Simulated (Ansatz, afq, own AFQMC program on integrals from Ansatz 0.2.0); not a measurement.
## CH3Al, singlet in cc-pVDZ, levels against CCSDT(Q)

```
atom   x (Å)    y (Å)    z (Å)
  Al  0.0000   0.0000   0.5654
   C  0.0000   0.0000  -1.2797
   H  0.0000   1.4325   1.2385
   H  0.0000  -1.4325   1.2385
   H  0.0000   0.0000  -2.3633
```

Connectivity, by distances: AlH2–CH.

Basis cc-pVDZ. Noble-gas cores (and the filled d shells of Ga–Kr and In–Xe) are frozen. Integrals, coupled cluster, full CI and functionals: Ansatz 0.2.0; the random walks run on the same integrals in our own AFQMC program. The CISD trial takes its coefficients from CCSD amplitudes. Released means that phaseless walkers are propagated on without the constraint, phases kept. ± is one standard error of the sampling.

Determinant: RHF, the one that the program's search chose, which needn't be the lowest solution. The geometry is a point of a scan.

No full CI on the walks' own integrals is used here; CCSDT(Q) serves as the reference and is uncertain by about the last step of the cluster series.

Cautions: higher spins were not checked; restricted determinant unstable towards unrestricted (UHF 950 meV lower, ⟨S²⟩ 0.97); raised T1 diagnostic (T1 0.023, weight of the determinant 0.87, largest double 0.14); CCSDT(Q) on the UHF determinant differs (859 meV lower), perhaps since the unrestricted series falls towards higher spin.

- T1 diagnostic: 0.0229
- weight of the determinant in the CISD state: 0.866
- size of the correlated space: 10 electrons in 41 orbitals

```
  level  correlation energy (eV)
    MP2                  -4.6132
   CCSD                  -5.7330
CCSD(T)                  -5.8941
```

**Question.** Estimate where phaseless AFQMC with a CISD trial lies against CCSD(T) on the same integrals.

**Answer.** 94.4 ± 16.7 meV below CCSD(T).

Reference: CCSDT(Q), correlation energy -5.963 eV. The released energy is read at 2.40 1/Eh (meV from the phaseless value at times in 1/Eh: -7 ± 15 at 0.24, -5 ± 17 at 0.51, 0 ± 18 at 0.99, -14 ± 22 at 1.62, -1 ± 30 at 2.40).

| level | E − E(reference) (meV) | share of correlation (%) |
| --- | --- | --- |
| CCSD(T) | 69.1 | 98.84 |
| CCSDT | 16.2 | 99.73 |
| ph-AFQMC/HF | -159.7 ± 56.5 | 102.68 |
| ph-AFQMC/CISD | -25.3 ± 16.7 | 100.42 |
| released AFQMC | -26.3 ± 30.0 | 100.44 |

A walk keeps the symmetry of its determinant, which the program's search chose and which needn't be the lowest solution, so a lower state of the same spin and another symmetry isn't excluded. Released energies are given only where the last usable release times agree within the noise; a slower fall can still hide under it.
